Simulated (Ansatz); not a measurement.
**Equilibrium lattice constant a of fcc Al: levels of theory against measurement**

Reference value: 4.018 Å (measured, static lattice: zero-point anharmonic expansion removed; as tabulated in Mejia-Rodriguez and Trickey (2018), arXiv:1807.09216).

Task: Which of these levels comes closest to the reference?
(A) HSE06 (Ansatz, a first-principles code)
(B) r²SCAN (Ansatz)
(C) PBE-D3(BJ) (Ansatz)
(D) PBE (Ansatz)

Result: A, HSE06 (Ansatz)

```json
[
 {"level (code)": "PBE (Ansatz)", "value (Å)": "4.040", "error (%)": "+0.55"},
 {"level (code)": "PBE-D3(BJ) (Ansatz)", "value (Å)": "3.983", "error (%)": "-0.87"},
 {"level (code)": "r²SCAN (Ansatz)", "value (Å)": "3.992", "error (%)": "-0.65"},
 {"level (code)": "HSE06 (Ansatz)", "value (Å)": "4.019", "error (%)": "+0.02"}
]
```

The best agreement in this table is that of HSE06 (+0.02 %). Farthest off: PBE-D3(BJ) (-0.87 %). Within 1 %: PBE, PBE-D3(BJ), r²SCAN, HSE06. The least costly first-principles kind among them: DFT without exact exchange (PBE, PBE-D3(BJ), r²SCAN).

Cutoffs and k meshes differ between the levels. Ansatz's density-functional and Hartree–Fock values are scalar-relativistic unless marked +SOC, with PAW data made under PBE.

Differences are worked out from the printed values.
